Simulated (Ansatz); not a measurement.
Si: from supercell energies to defect levels (As on the Si site)

Theory: Ansatz, DFT PBE, scalar-relativistic, plane waves, PAW. (420 eV cutoff, 2×2×2 k-mesh, shifted by half a step, Gaussian smearing of 0.01 eV, collinear spin in charge 0 alone)

Host crystal, relaxed:

```
Si
1.0
     0.00000    2.73505    2.73505
     2.73505    0.00000    2.73505
     2.73505    2.73505    0.00000
Si
2
Direct
  0.75000 0.75000 0.75000
  0.50000 0.50000 0.50000
```

The As on the Si site was set at (0.750, 0.750, 0.750) of the host cell, in a supercell of 32 sites (655 Å³), relaxed at fixed cell in each charge q, from a start with the atoms near it displaced at random. The host's Kohn–Sham gap is 0.61 eV and its static dielectric constant 13.0 (mean). For each charge: the supercell's free energy over the neutral one with q electrons exchanged at the valence band top, F(q) − F(0) + qE_v; the image-charge term; and the term that aligns the potential far from the defect with the host's.

```json
{"q": "+1", "F(q) − F(0) + qE_v (eV)": "-0.743", "image charge (eV)": "0.184", "alignment (eV)": "0.142"}
{"q": "0", "F(q) − F(0) + qE_v (eV)": "0.000", "image charge (eV)": "0.000", "alignment (eV)": "0.000"}
```

Q: Add the terms and find the levels between neighbouring charges, ε(q/q′) = [A(q′) − A(q)]/(q − q′), with and without the two corrections.

A: A(q): -0.416 eV for +1, 0.000 eV for 0.
| level | corrected (eV over E_v) | uncorrected (eV) |
| --- | --- | --- |
| (+1/0) | 0.42 | 0.74 |

As a check, a point charge in a simple cubic cell of this volume has q²αe²/(2εL) = 0.181 q² eV (e² = 14.40 eV Å, α = 2.837, L = 8.68 Å); the shape of the real cell can change it somewhat. The term grows as q², so it pushes donor levels down and acceptor levels up. The program doubts the alignment for q = +1, so levels beside it are uncertain by about that term.

Q: Which of these charges is lowest with the Fermi level at the valence band top, at mid-gap and at the conduction band bottom?

A: The line A(q) + qE_F that lies lowest gives the charge: +1 at E_F = 0.00 eV, +1 at E_F = 0.30 eV, 0 at E_F = 0.61 eV. In charge 0 the cell has partly filled levels, from a carrier spread over the host's bands, a defect level that the small cell broadens into a band, or a degenerate defect level, so the levels beside it are doubtful. Charges beyond those computed could lie lower near the band edges.

Q: The neutral defect forms at 0.33 eV with atoms taken from and returned to the elements. What are the formation energies at those three Fermi levels, and what share of sites would hold the defect at 1200 K with E_F at mid-gap, if the host still stood at that temperature?

A: E_f = E_f(0) + A(q) + qE_F = -0.08, 0.22, 0.33 eV. With E_f this low the dilute formula fails: the defect would form in large numbers and pin the Fermi level, or these chemical potentials lie outside the host's range of stability. Both elements stand at their elemental potentials, a limit that the host or competing compounds often put out of reach. The small cell and the narrow Kohn–Sham gap leave errors of tenths of an eV or more.

Cost: 3 runs of about 13 core-minutes in all, on Intel Xeon Processor @ 2.10GHz (Emerald Rapids) (shared hosts).